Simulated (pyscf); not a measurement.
Optimised with ωB97X-D3(BJ)/def2-SVP in PySCF.

Task: For the elementary gas-phase step Cl–Ti(Cl)(Cl)–Cl (SMILES [Cl][Ti]([Cl])([Cl])[Cl]) + H₂O (SMILES O) → HCl (SMILES Cl) + HO–Ti(Cl)(Cl)–Cl (SMILES [OH][Ti]([Cl])([Cl])[Cl]) (singlet surface; Cl–Ti, H–O broken, Cl–H, O–Ti formed), what barrier and reaction energy does ωB97M-D3(BJ)/def2-TZVP give, measured from the separated reactants?

Result: ΔE‡ = 11.6 kcal/mol, ΔE = +1.9 kcal/mol. Zero-point energy shifts the barrier by -1.7 kcal/mol. It is a four-centre exchange, with an imaginary mode of 911i cm⁻¹. On the reactant side the descent ends in an adduct with a O–Ti contact, 7.7 kcal/mol under the separated species and 18.4 kcal/mol under the saddle at ωB97X-D3(BJ)/def2-TZVP. What is counted as formed (O–Ti) is already present as a longer contact in the reactant adduct; forming that adduct is a step of its own. This is the saddle that the search found; another between the same sides may lie lower.
